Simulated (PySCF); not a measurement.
**Accurate constants of SiP, step by step**

An exercise on one series of results from a longer session: the logs are not shown, and one member is left open.

Computed with PySCF 2.14.0. Level: CCSD(T) on ROHF, no relativity in the base curves; scalar relativity is added as a correction.

The first run:

```yaml
molecule: SiP
state: doublet, unpaired electrons π ↑
smaller_basis: Si cc-pV(T+d)Z, P cc-pV(T+d)Z
larger_basis: Si cc-pV(Q+d)Z, P cc-pV(Q+d)Z
frozen_core_orbitals: 10
extrapolation: correlation as n⁻³ (n = 3, 4), Hartree–Fock as (n+1)·exp(−9√n)
corrections: core–valence correlation, scalar relativity
distances_Å: 1.8304, 1.9136, 1.9968, 2.0800, 2.1632, 2.2672, 2.3713
masses_u: 27.9769, 30.9738
dissociation_limit: Si + P
```

Launch:

```console
OMP_NUM_THREADS=4 python comp.py task.json out
```

One of the session's tables, all rows but one given; the rest of the session is left out.

Parts of the energy along the bond, in eV from Si + P:

```
 R (Å)  HF/CBS  CCSD corr.      (T)  core–valence  relativity
1.8304  -0.754      -1.856  -0.2037       -0.0612      0.0030
1.9136  -1.285      -1.876  -0.2217       -0.0432      0.0062
1.9968  -1.516      -1.905  -0.2427       -0.0290      0.0081
2.0800  -1.529      -1.942  -0.2666       -0.0179      0.0089
2.1632  -1.388      -1.986  -0.2934       -0.0093      0.0091
2.2672       ?           ?        ?             ?           ?
2.3713  -0.639      -2.121  -0.3703        0.0044      0.0076
```

Q: Estimate the row for R (Å) = 2.2672 from the others.

Worked estimate for «HF/CBS». A straight line through the neighbours (2.1632, -1.388) and (2.3713, -0.639) gives -1.388 + (-0.639 + 1.388) × (2.2672 − 2.1632) / (2.3713 − 2.1632) = -1.014; a parabola fitted to 3 rows on both sides gives -1.084.

**Answer.** HF/CBS: -1.064; CCSD corr.: -2.050; (T): -0.3303; core–valence: -0.0013; relativity: 0.0086. In «HF/CBS» the line misses by +0.050 and the parabola by -0.020.
